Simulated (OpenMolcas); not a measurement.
**CH3 (SMILES [CH3]): the vertical ionisation energy from total energies**

CH3: 4 atoms, total charge 0, spin state doublet. SMILES: `[CH3]`. The shape is that of a PBE0-D4/def2-TZVP optimisation.

Both states at this one shape; open shells run unrestricted unless said. 1 Eh = 27.2114 eV.

| level | program | doublet CH3 (Eh) | singlet [CH3]+ (Eh) |
| --- | --- | --- | --- |
| USVWN5/STO-3G | OpenMolcas | -38.924780 | -38.596317 |
| UPBE/STO-3G | OpenMolcas | -39.274715 | -38.939645 |
| ROCCSD(T)/3-21G, 1 core orbital frozen | OpenMolcas | -39.436986 | -39.093623 |

Problem. Work out the vertical ionisation energy at each level.

Solution. 
1. USVWN5/STO-3G: -38.596317 − (-38.924780) = 0.328463 Eh = 8.94 eV.
2. UPBE/STO-3G: -38.939645 − (-39.274715) = 0.335070 Eh = 9.12 eV.
3. ROCCSD(T)/3-21G: -39.093623 − (-39.436986) = 0.343363 Eh = 9.34 eV.

No measured value is set beside it here; the levels span 8.94 to 9.34 eV. Minimal sets are far from the basis-set limit.
